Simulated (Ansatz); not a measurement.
Energy needed to pull apart Si$_{2}$H$_{3}$F (SMILES F[SiH]=[SiH2]), closed shell, into free ground-state atoms, from the structure below (displaced at random from a GFN2-xTB minimum); no zero-point or spin–orbit terms; open-shell atoms are treated unrestricted, in their ground-state multiplicity.

```
atom    x (Å)    y (Å)    z (Å)
  F1  -1.5631  -1.3525   0.6706
 Si2  -0.1153  -1.0660   0.0828
 Si3   0.1727   1.1344  -0.1857
  H4  -0.0277  -2.1827  -0.8412
  H5   1.5005   1.4512  -0.7304
  H6   0.0449   1.9316   1.0125
```

Computed with Ansatz 0.2.0 (basis: def2-TZVPP); correlated methods freeze the cores.

```
      method  atomization energy (kJ/mol)
      PBE-D4                         1763
   r2SCAN-D4                            ?
      B97M-V                         1785
     PBE0-D4                         1726
CAM-B3LYP-D4                         1749
     wB97M-V                         1749
          HF                         1247
         MP2                            ?
        CCSD                         1678
     CCSD(T)                         1709
```

Question: What does MP2 give? (Judge from chemistry; the value comes from the calculation.)

Answer: The calculation gives: 1712 kJ/mol, which is about 3 kJ/mol more than CCSD(T)/def2-TZVPP.

Question: What does r2SCAN-D4 give? (An estimate is asked for; the value comes from the calculation.)

Answer: Computed: 1761 kJ/mol, which is about 52 kJ/mol more than CCSD(T)/def2-TZVPP.

In triple zeta the MP2 and coupled-cluster atomization energies are still short of their basis limit by a few kcal/mol a bond, whereas those of the functionals are nearly converged, so these differences are not deviations from converged CCSD(T).

The T1 diagnostic stays at or below 0.019. The restricted Hartree–Fock reference is unstable towards an unrestricted one here. A large double-excitation amplitude points to some diradical character; no triplet was computed.

For scale, one of the runs: CCSD(T)/def2-TZVPP forces, 157 basis functions (an equivalent command: `ansatz run in.yaml --threads 4`). The run took 40 s on 4 CPU threads (shared host), with 1.9 GiB of host memory at its peak.
